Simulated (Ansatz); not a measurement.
Energy profile

The step: CH₂O ([CH2][O]) + CH₃ → C₂H₅O ([CH2][O][CH3]); bonds formed: O1–C3 (atoms numbered as in the saddle structure below).

| atom | x (Å) | y (Å) | z (Å) |
| --- | --- | --- | --- |
| O1 | -0.4778 | -0.7353 | -0.2981 |
| C2 | -1.4649 | -0.1001 | 0.1085 |
| C3 | 1.3077 | 0.0496 | -0.1156 |
| H4 | -1.8058 | -0.1829 | 1.1503 |
| H5 | -1.9857 | 0.6192 | -0.5397 |
| H6 | 1.3699 | 0.1550 | 0.9590 |
| H7 | 1.1890 | 0.9523 | -0.6996 |
| H8 | 1.8676 | -0.7578 | -0.5649 |

Electronic energies by CCSD(T) at an estimated basis limit (MP2 extrapolated from triple and quadruple zeta, plus CCSD(T) − MP2 in triple zeta), on PBE0-D4/def2-TZVP structures; C2H5O, doublet; no counterpoise correction; spin–orbit coupling, which lowers free halogen atoms and radicals such as OH and SH, is left out. Ansatz 0.2.0; basis: def2-TZVPP and def2-QZVPP; cores frozen in the correlated methods; orbitals are unrestricted. Extrapolation: Hartree–Fock as exp(−7.88 √X), correlation as X^−2.97.

Question: Give the profile in kcal/mol, counted from the separated reactants. (To be estimated.)

Answer: By the calculation:
```json
{"point": "separated: CH2O (linked as [CH2][O]; O1, C2, H4, H5; singlet) + CH3 (C3, H6, H7, H8; doublet)", "kcal/mol": "0.00"}
{"point": "start structure", "kcal/mol": "-1.10"}
{"point": "saddle", "kcal/mol": "17.29"}
{"point": "end structure", "kcal/mol": "-13.04"}
```

T1 diagnostic: at most 0.036. ⟨S²⟩ of the unrestricted Hartree–Fock references: 0.76 to 1.00 (a pure state has 0.75). The unrestricted reference is spin-contaminated, which hurts MP2 most.

For scale, one of the runs: CCSD(T)/def2-TZVPP, 163 basis functions, launched by `ansatz run in.yaml --threads 2 --pin off --events-out ev --progress --plain --max-ram 4352MiB`. Hardware: 2 CPU threads of an Intel Xeon 6975P-C, shared host. Wall time 35 s; peak host memory 3.5 GiB.
